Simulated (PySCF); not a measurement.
Species: C2H5N (triplet state).
Atom-mapped SMILES: `[CH3:1][CH2:2][N:3]` (hydrogens: H4, H5, H6 on C1; H7, H8 on C2)

Level of theory: UKS B3LYP, pcH-1 on C H N, non-relativistic, mean-field spin-orbit, GIAO (PySCF 2.14.0). Geometry: GFN2-xTB; no solvent, vibrations or thermal averaging. Couplings are sensitive to structure, and on GFN2-xTB geometries they can be far from those on DFT ones.

(1) What is the g tensor, term by term?

(2) What are the electron Larmor frequencies g μB B/h along the three axes at 330 mT?

(3) What effective moment and Curie constant follow for a powder at temperatures where kT is far above the zero-field splitting?

(4) At 93.54 GHz, how far is the centre of the isotropic spectrum from where a free electron (g = 2.002319) resonates, zero-field splitting left aside?

Answers

(1) 
```json
{"Δg (ppm)": "relativistic mass correction", "1": "-206", "2": "-206", "3": "-206"}
{"Δg (ppm)": "gauge correction", "1": "45", "2": "10", "3": "4"}
{"Δg (ppm)": "orbital Zeeman/spin–orbit", "1": "-118", "2": "1401", "3": "1439"}
{"Δg (ppm)": "total", "1": "-279", "2": "1206", "3": "1237"}
```

So g = 2.00204, 2.00352, 2.00356 and g_iso = 2.00304; the tensor is close to axial: the two nearest values differ by 2 % of g3 − g1. Axes: g1 points within 2° of the C2–N3 bond. With S = 1 there is also a zero-field splitting, D = +1.57 cm⁻¹, to set against the quantum of 0.317 cm⁻¹ at 9.5 GHz.

(2) 9.2469, 9.2538, 9.2539 GHz for g1, g2 and g3, a range of 7.0 MHz.

(3) With the mean of g² = 4.0122 and S(S+1) = 2.00: μ_eff = √(⟨g²⟩S(S+1)) = 2.833 μB and χT = 0.12505·⟨g²⟩·S(S+1) = 1.003 cm³ K/mol (cgs; spin-Hamiltonian part alone).

(4) B = hν/(g μB) with μB/h = 13.99624 MHz/mT gives 3337.74 mT for the free electron and 3336.54 mT at g_iso, 1.20 mT lower.

The largest Mulliken spin populations are on N3 (+1.83), C2 (-0.16), H8 (+0.11) and H7 (+0.11). N3 is the only atom above +0.15.

The HOMO–LUMO gaps are 8.49 eV among the α and 6.71 eV among the β orbitals.
